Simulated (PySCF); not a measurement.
# Adding and removing an electron: S2

UHF; PySCF, no relativity, basis sets S aug-pcseg-1. Neutral (UHF): triplet (π ↑↑), Re = 1.884 Å, ωe = 807 cm⁻¹, De = 1.91 eV, HOMO -10.39 eV, LUMO 0.01 eV.

S₂⁻ (UHF): doublet (π ↑), Re = 2.006 Å, ωe = 638 cm⁻¹. The energies at the minima are -794.99876 hartree for S2 and -795.03493 for S₂⁻.

**Question.** Work out the adiabatic electron affinity, without and with harmonic zero-point energies (1 hartree = 27.2114 eV, 1 eV = 8065.5 cm⁻¹), and the change of the bond length.

**Answer.** At UHF: 0.03617 hartree = 0.984 eV between the minima; the zero-point term (807.0 − 638.0)/2 cm⁻¹ = +0.010 eV makes it 0.995 eV. Re changes by +12.2 pm against the neutral. The electron enters a π orbital, and the longer bond of the ion fits an antibonding orbital, or a change in how ionic the bond is.

Hartree–Fock leaves out correlation, which carries a large part of most bond energies and some tenths to 1 eV of ionisation energies. States were picked by a PBE0 search and need not be the measured ground states.
